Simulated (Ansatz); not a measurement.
**What a trial cell of Na₃CuBi relaxes into**

These are results of DFT PBE, scalar-relativistic, plane waves, PAW (Ansatz 0.2.0), not measurements. Cutoff 420 eV, Γ-centred k mesh, Gaussian smearing, no spin polarisation in the final step.

Na₃CuBi was placed on the cubic perovskite structure type (Pm-3m, No. 221), with Cu in place of Sr, Bi in place of Ti, Na in place of O, at a guessed volume.

```xyz
5
Lattice="4.6444 0.0000 0.0000 0.0000 4.6444 0.0000 0.0000 0.0000 4.6444" Properties=species:S:1:pos:R:3 pbc="T T T"
Na    0.0000    2.3222    2.3222
Na    2.3222    0.0000    2.3222
Na    2.3222    2.3222    0.0000
Cu    0.0000    0.0000    0.0000
Bi    2.3222    2.3222    2.3222
```

Cell and atoms relax at zero pressure; the relaxation can't lower the symmetry of the start. After a coarse first stage the cell is made exact in the group found at 0.06 Å.

Energies over the elements count from the elements' standard structures at the same level, with no empirical corrections.

Question: Which crystal results?

Answer: It keeps Pm-3m (No. 221). The result still has the cubic perovskite structure. Conventional cell: a = 5.958 Å. Na is coordinated by 2 Bi at 2.98 Å; around Cu lie 12 Na at 4.21 Å; Bi has 6 Na at 2.98 Å.

Space group Pm-3m (No. 221). a = 5.958 Å, b = 5.958 Å, c = 5.958 Å, α = 90.00°, β = 90.00°, γ = 90.00°
```csv
atom,site,symmetry,x,y,z
Na,3c,4/mm.m,0.0000,0.5000,0.5000
Cu,1a,m-3m,0.0000,0.0000,0.0000
Bi,1b,m-3m,0.5000,0.5000,0.5000
```

Question: What are its volume, energy, density and gap?

Answer: The volume per atom is 42.29 Å³. The density is 2.68 g/cm³. The energy over the elements is 0.35 eV/atom and the gap on the 6×6×6 mesh is 0 eV (a metal).

The final run used a 6×6×6 mesh on its 5-atom cell and 0.10 eV smearing. The k mesh leaves about 4 meV/atom of noise in metals. Spin–orbit coupling is left out. Symmetry constrained the relaxation, so the result can be a saddle point. The steps took roughly 100 core-seconds in all.

Cost: 3 runs of about 1.6 core-minutes in all, on Arm Neoverse V1 (shared hosts).